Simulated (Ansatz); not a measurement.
Ansatz (a quantum-chemistry and plane-wave program) input (HF/3-21G): The .json file is the Basis Set Exchange's 3-21G.

Ansatz 0.2 input:
```yaml
crystal:
  periodic: [false, false, false]
  atoms:
    - {symbol: Si, position_ang: [0.00000000, 0.00000000, 0.00000000]}
    - {symbol: H, position_ang: [0.87937673, 0.85836673, 0.83669676]}
    - {symbol: H, position_ang: [-0.82575097, -0.86920350, 0.87907847]}
    - {symbol: H, position_ang: [-0.89002543, 0.85821112, -0.82552210]}
    - {symbol: H, position_ang: [0.83639968, -0.84737436, -0.89025312]}
basis:
  gaussian:
    orbitals: 3-21G.json
hamiltonian:
  xc: {name: HF}
phonons: {temperatures: {t_min: 298.15, t_max: 298.15, t_step: 100}}
```

Output:

```
Functional definition: HF
integrals: 0.00 GiB planned
235 factors; integrals over basis functions are off by at most 2.8e-4 eV
mean field: 0.04 GiB planned
mean field evaluation 1: about -7882.5152 eV, gradient 7.1e0 eV
mean field evaluation 2: about -7882.5180 eV, gradient 7.1e0 eV
mean field evaluation 4: about -7882.7841 eV, gradient 1.9e-1 eV
mean field evaluation 8: about -7882.7843 eV, gradient 2.7e-4 eV
mean field -7882.78425832 eV, -289.6869783503 hartree, gradient 1.1e-5 eV, S^2 0.000000; 0 other end points of the search recorded, 0 dependent functions left out
the calculation of the forces begins
reference -7882.78425832 eV, -289.6869783503 hartree; 9, 9 occupied and 12, 12 virtual orbitals, 235 factors
these checks for a lower state are left out or cut short: stability, starts, cluster_reference, orbital_swaps, neighbouring_geometries, increment
integrals: 0.00 GiB planned
235 factors; integrals over basis functions are off by at most 2.8e-4 eV
mean field: 0.04 GiB planned
mean field evaluation 16: about -7882.7842 eV, gradient 2.8e-5 eV
mean field -7882.78416327 eV, -289.6869748573 hartree, gradient 1.1e-6 eV, S^2 0.000000; 0 other end points of the search recorded, 0 dependent functions left out
the calculation of the forces begins
reference -7882.78416327 eV, -289.6869748573 hartree; 9, 9 occupied and 12, 12 virtual orbitals, 235 factors
these checks for a lower state are left out or cut short: stability, starts, cluster_reference, orbital_swaps, neighbouring_geometries, increment
integrals: 0.00 GiB planned
235 factors; integrals over basis functions are off by at most 2.8e-4 eV
mean field: 0.04 GiB planned
mean field -7882.78416327 eV, -289.6869748573 hartree, gradient 1.1e-6 eV, S^2 0.000000; 0 other end points of the search recorded, 0 dependent functions left out
the calculation of the forces begins
reference -7882.78416327 eV, -289.6869748573 hartree; 9, 9 occupied and 12, 12 virtual orbitals, 235 factors
these checks for a lower state are left out or cut short: stability, starts, cluster_reference, orbital_swaps, neighbouring_geometries, increment
integrals: 0.00 GiB planned
235 factors; integrals over basis functions are off by at most 2.8e-4 eV
mean field: 0.04 GiB planned
mean field evaluation 32: about -7882.7842 eV, gradient 1.1e-6 eV
mean field -7882.78421630 eV, -289.6869768061 hartree, gradient 1.1e-6 eV, S^2 0.000000; 0 other end points of the search recorded, 0 dependent functions left out
the calculation of the forces begins
reference -7882.78421630 eV, -289.6869768061 hartree; 9, 9 occupied and 12, 12 virtual orbitals, 235 factors
these checks for a lower state are left out or cut short: stability, starts, cluster_reference, orbital_swaps, neighbouring_geometries, increment
integrals: 0.00 GiB planned
235 factors; integrals over basis functions are off by at most 2.8e-4 eV
mean field: 0.04 GiB planned
mean field -7882.78421575 eV, -289.6869767856 hartree, gradient 1.8e-6 eV, S^2 0.000000; 0 other end points of the search recorded, 0 dependent functions left out
the calculation of the forces begins
reference -7882.78421575 eV, -289.6869767856 hartree; 9, 9 occupied and 12, 12 virtual orbitals, 235 factors
these checks for a lower state are left out or cut short: stability, starts, cluster_reference, orbital_swaps, neighbouring_geometries, increment
integrals: 0.00 GiB planned
235 factors; integrals over basis functions are off by at most 2.8e-4 eV
mean field: 0.04 GiB planned
mean field -7882.78424323 eV, -289.6869777958 hartree, gradient 6.6e-7 eV, S^2 0.000000; 0 other end points of the search recorded, 0 dependent functions left out
the calculation of the forces begins
reference -7882.78424323 eV, -289.6869777958 hartree; 9, 9 occupied and 12, 12 virtual orbitals, 235 factors
these checks for a lower state are left out or cut short: stability, starts, cluster_reference, orbital_swaps, neighbouring_geometries, increment
integrals: 0.00 GiB planned
235 factors; integrals over basis functions are off by at most 2.8e-4 eV
mean field: 0.04 GiB planned
mean field -7882.78424308 eV, -289.6869777903 hartree, gradient 7.8e-7 eV, S^2 0.000000; 0 other end points of the search recorded, 0 dependent functions left out
the calculation of the forces begins
reference -7882.78424308 eV, -289.6869777903 hartree; 9, 9 occupied and 12, 12 virtual orbitals, 235 factors
these checks for a lower state are left out or cut short: stability, starts, cluster_reference, orbital_swaps, neighbouring_geometries, increment
integrals: 0.00 GiB planned
235 factors; integrals over basis functions are off by at most 2.8e-4 eV
mean field: 0.04 GiB planned
mean field -7882.78421530 eV, -289.6869767693 hartree, gradient 1.8e-6 eV, S^2 0.000000; 0 other end points of the search recorded, 0 dependent functions left out
the calculation of the forces begins
reference -7882.78421530 eV, -289.6869767693 hartree; 9, 9 occupied and 12, 12 virtual orbitals, 235 factors
these checks for a lower state are left out or cut short: stability, starts, cluster_reference, orbital_swaps, neighbouring_geometries, increment
integrals: 0.00 GiB planned
235 factors; integrals over basis functions are off by at most 2.8e-4 eV
mean field: 0.04 GiB planned
mean field evaluation 64: about -7882.7842 eV, gradient 2.8e-5 eV
mean field -7882.78421587 eV, -289.6869767900 hartree, gradient 1.1e-6 eV, S^2 0.000000; 0 other end points of the search recorded, 0 dependent functions left out
the calculation of the forces begins
reference -7882.78421587 eV, -289.6869767900 hartree; 9, 9 occupied and 12, 12 virtual orbitals, 235 factors
these checks for a lower state are left out or cut short: stability, starts, cluster_reference, orbital_swaps, neighbouring_geometries, increment
integrals: 0.00 GiB planned
235 factors; integrals over basis functions are off by at most 2.8e-4 eV
mean field: 0.04 GiB planned
mean field -7882.78424331 eV, -289.6869777985 hartree, gradient 7.7e-7 eV, S^2 0.000000; 0 other end points of the search recorded, 0 dependent functions left out
the calculation of the forces begins
reference -7882.78424331 eV, -289.6869777985 hartree; 9, 9 occupied and 12, 12 virtual orbitals, 235 factors
these checks for a lower state are left out or cut short: stability, starts, cluster_reference, orbital_swaps, neighbouring_geometries, increment
integrals: 0.00 GiB planned
235 factors; integrals over basis functions are off by at most 2.8e-4 eV
mean field: 0.04 GiB planned
mean field -7882.78424345 eV, -289.6869778038 hartree, gradient 6.5e-7 eV, S^2 0.000000; 0 other end points of the search recorded, 0 dependent functions left out
the calculation of the forces begins
reference -7882.78424345 eV, -289.6869778038 hartree; 9, 9 occupied and 12, 12 virtual orbitals, 235 factors
Total energy: -7882.78425832 eV, -289.6869783503 hartree
Atom 0 at     0.000000     0.000000     0.000000 Å, force     0.000000    -0.000000     0.000000 eV/Å
Atom 1 at     0.879377     0.858367     0.836697 Å, force     0.000049     0.000048     0.000047 eV/Å
Atom 2 at    -0.825751    -0.869204     0.879078 Å, force    -0.000046    -0.000049     0.000049 eV/Å
Atom 3 at    -0.890025     0.858211    -0.825522 Å, force    -0.000050     0.000048    -0.000046 eV/Å
Atom 4 at     0.836400    -0.847374    -0.890253 Å, force     0.000047    -0.000048    -0.000050 eV/Å
Dipole moment:    -0.000000     0.000000    -0.000000 e Å
Vibrations: 973.03 973.04 973.04 1046.37 1046.37 2285.15 2285.15 2285.15 2294.54 cm⁻¹, zero-point energy 0.877922 eV
```

The blocks after the first are displaced geometries, from whose forces the wavenumbers follow.
